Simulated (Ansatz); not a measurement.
Total energies of C₂H₆Si (`CC[SiH]`).

```xyz
9

C     0.644   -0.454   -0.555
C     0.026    0.648    0.296
Si   -1.832    0.681    0.644
H     1.737   -0.407   -0.556
H     0.318   -0.377   -1.595
H     0.347   -1.440   -0.194
H     0.372    1.640   -0.013
H     0.377    0.553    1.346
H    -1.990   -0.844    0.629
```

The species carries charge 0 and has multiplicity 1. The geometry is a stationary point of PBE0-D4/def2-TZVP. Basis def2-TZVPP, the Gaussian-basis code of Ansatz.

RPA on PBE orbitals: Hartree–Fock energy of these orbitals -368.09974 Eh, correlation -0.82540 Eh (frozen core).

```csv
functional,energy without D4 (Eh),D4 term (kJ/mol)
PBE0,-369.05781,-12.4
ωB97M-V,-369.21091,–
```

Question: Give the same for LDA (SPW92), PBE, revPBE, BLYP, r2SCAN, B97M-V, B3LYP, r2SCANh, r2SCAN0, HSE06 (plane-wave form), BHLYP, CAM-B3LYP, LC-ωPBE, ωB97X-V, B2PLYP, PBE-QIDH. (Estimate.)

Answer: Ansatz gave: 
| functional | energy without D4 (Eh) | D4 term (kJ/mol) |
| --- | --- | --- |
| LDA (SPW92) | -367.34743 | – |
| PBE | -369.01458 | -14.9 |
| revPBE | -369.19871 | -50.1 |
| BLYP | -369.23307 | -33.7 |
| r2SCAN | -369.19787 | -3.5 |
| B97M-V | -369.21184 | – |
| B3LYP | -369.31260 | -24.2 |
| r2SCANh | -369.19401 | -3.7 |
| r2SCAN0 | -369.18886 | -4.1 |
| HSE06 (plane-wave form) | -369.04593 | -11.5 |
| BHLYP | -369.23093 | -17.6 |
| CAM-B3LYP | -369.23910 | -12.5 |
| LC-ωPBE | -369.13602 | – |
| ωB97X-V | -369.21156 | – |
| B2PLYP | -369.08191 | – |
| PBE-QIDH | -368.95874 | – |

B3LYP takes the VWN-RPA correlation (the form of Gaussian; ORCA's B3LYP/G). HSE06 is the plane-wave form, built on full-range PBE exchange. The double hybrids freeze the cores in their second-order part.

LC-ωPBE has ω = 0.4 bohr⁻¹.
